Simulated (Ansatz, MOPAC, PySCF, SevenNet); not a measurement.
## Lattice parameter a of rock-salt MgS: levels of theory against measurement

Reference value: 5.188 Å (measured, corrected for zero-point motion; as tabulated in Goldzak et al. (2022), arXiv:2208.04865).

**Question.** What do AM1 semi-empirical Hartree-Fock (MOPAC), SevenNet-0, LDA, PBE, rVV10, r²SCAN, HSE06-D3(BJ), Hartree–Fock, MP2 give, and how far is each from the reference?

**Answer.** 
```csv
level (code),value (Å),error (%)
AM1 semi-empirical Hartree-Fock (MOPAC),5.412,+4.32
SevenNet-0,5.223,+0.67
LDA (Ansatz),5.129,-1.14
PBE (Ansatz),5.230,+0.81
rVV10 (Ansatz),5.239,+0.98
r²SCAN (Ansatz),5.203,+0.29
HSE06-D3(BJ) (Ansatz),5.113,-1.45
Hartree–Fock (Ansatz),5.285,+1.87
MP2 (PySCF),5.179 ± 0.02,-0.17
```

Once the reference is moved by up to 0.30 % (a margin picked here for doubts on the reference and the settings) and values within 0.10 % count as equal, the nearest can be MP2 (-0.17 %) or r²SCAN (+0.29 %). Farthest off among them: AM1 semi-empirical Hartree-Fock (MOPAC) (+4.32 %).

A ± on a computed value is a rough bar: the spread of its extrapolation, a floor set from checks against published values, or a statistical error. AM1 semi-empirical Hartree-Fock (MOPAC): the method was fitted mainly to molecules. AM1 semi-empirical Hartree-Fock (MOPAC): the run uses a supercell at the zone centre in place of a k mesh. Cutoffs and k meshes differ between the levels. Ansatz's density-functional and Hartree–Fock values are scalar-relativistic unless marked +SOC, with PAW data made under PBE.

Machine-learned potentials (SevenNet-0) are trained on DFT data: a solid inside that data is no test of them.

Differences are worked out from the printed values.

Ansatz is a first-principles code.
